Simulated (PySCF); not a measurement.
methylamine cation (CH5N), SMILES CN (connectivity only; charge and spin as stated), charge +1, multiplicity 2. Atoms are numbered in the order given.

```xyz
7

C     -0.7026     0.0160     0.0000
N      0.7079     0.0082     0.0000
H     -1.0905     0.4660     0.9145
H     -1.0905     0.4660    -0.9145
H     -1.0446    -1.0458     0.0000
H      1.2431    -0.0199     0.8685
H      1.2431    -0.0199    -0.8685
```
Charge +1, spin multiplicity 2.

Geometry: B3LYP-D3(BJ)/def2-TZVP. The multiplicity is an assumed one; other spin states were not compared.

Two levels are set side by side: PBE/pcH-1 (PySCF) and PBE0/pcH-1 (PySCF). Contact hyperfine couplings, same geometry. Differences are taken from unrounded values.

```csv
quantity,PBE0
"A(iso) of 13C, atom C1 (MHz)",-38.4
"A(iso) of 14N, atom N2 (MHz)",41.2
"A(iso) of 1H, atom H3 (MHz)",67.2
"A(iso) of 1H, atom H4 (MHz)",67.2
"A(iso) of 1H, atom H5 (MHz)",316.5
"A(iso) of 1H, atom H6 (MHz)",-70.1
"A(iso) of 1H, atom H7 (MHz)",-70.1
```

Q: What does PBE give, and how far is it from PBE0? (Estimate from the structure and the level; the computed values follow.)

A: 
```json
[
 {"quantity": "A(iso) of 13C, atom C1 (MHz)", "PBE": "-33.0", "PBE minus PBE0": "5.4"},
 {"quantity": "A(iso) of 14N, atom N2 (MHz)", "PBE": "29.2", "PBE minus PBE0": "-12.1"},
 {"quantity": "A(iso) of 1H, atom H3 (MHz)", "PBE": "73.5", "PBE minus PBE0": "6.3"},
 {"quantity": "A(iso) of 1H, atom H4 (MHz)", "PBE": "73.5", "PBE minus PBE0": "6.3"},
 {"quantity": "A(iso) of 1H, atom H5 (MHz)", "PBE": "349.1", "PBE minus PBE0": "32.6"},
 {"quantity": "A(iso) of 1H, atom H6 (MHz)", "PBE": "-57.5", "PBE minus PBE0": "12.7"},
 {"quantity": "A(iso) of 1H, atom H7 (MHz)", "PBE": "-57.5", "PBE minus PBE0": "12.7"}
]
```

Rough cost on one machine, each run with all the roots and properties that it gave: PBE0 against PBE within a factor of 2.
